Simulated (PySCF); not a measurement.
CH7PSi.
InChI=1S/CH7PSi/c2-1-3/h1-2H2,3H3

Method used: PySCF, TDDFT CAM-B3LYP/def2-SVPD, vertical, gas phase, core orbitals frozen in the response. One conformer (not necessarily the lowest) at the GFN2-xTB geometry, without solvent, vibrations or thermal averaging. Torsions of this conformer, `[SiH3:1][CH2:2][PH2:3]`: H–P3–C2–Si1 46°, H–P3–C2–Si1 -46°.

Orbital energies (eV): HOMO-3 -11.48, HOMO-2 -11.13, HOMO-1 -10.88, HOMO -8.35, LUMO 0.88, LUMO+1 1.46, LUMO+2 2.01.

Computed singlets:

```csv
state,E (eV),f
S1,6.13,0.024
S2,7.06,0.219
S3,7.07,0.059
S4,7.48,0.012
S5,7.98,0.021
S6,8.01,0.0003
S7,8.15,0.073
S8,8.29,0.056
```

Task: Assign a leading configuration to S1 and S2 and set E beside the orbital difference Δε.

Result: 

```
state  leading configuration  weight  Δε (eV)  E (eV)  E − Δε (eV)      f      other configurations
   S1              HOMO→LUMO    0.91     9.24    6.13        -3.11  0.024                         –
   S2            HOMO→LUMO+2    0.68    10.36    7.06        -3.30  0.219  H→L+1 (15%), H→L+5 (12%)
```

E − Δε runs from -3.30 to -3.11 eV. Among themselves, these states come in the order of their orbital differences.

H and L stand for HOMO and LUMO. The other states: S3 7.07 eV, f 0.059, H→L+3 (94%); S4 7.48 eV, f 0.012, H→L+1 (55%), H→L+2 (26%), H→L+5 (12%); S5 7.98 eV, f 0.021, H→L+5 (58%), H→L+1 (13%), H→L+6 (11%); S6 8.01 eV, f 0.0003, H→L+4 (92%); S7 8.15 eV, f 0.073, H→L+7 (48%), H→L+6 (13%), H→L+1 (12%); S8 8.29 eV, f 0.056, H→L+6 (53%), H→L+7 (31%).

Triplets, Tamm–Dancoff:

```
state  E (eV)  λ (nm)  main configurations (H = HOMO, L = LUMO)
   T1    5.34   232.0                    H→L (67%), H→L+7 (15%)
   T2    5.71   217.0                               H→L+3 (92%)
   T3    6.60   187.7       H→L+2 (61%), H→L (12%), H→L+5 (11%)
```
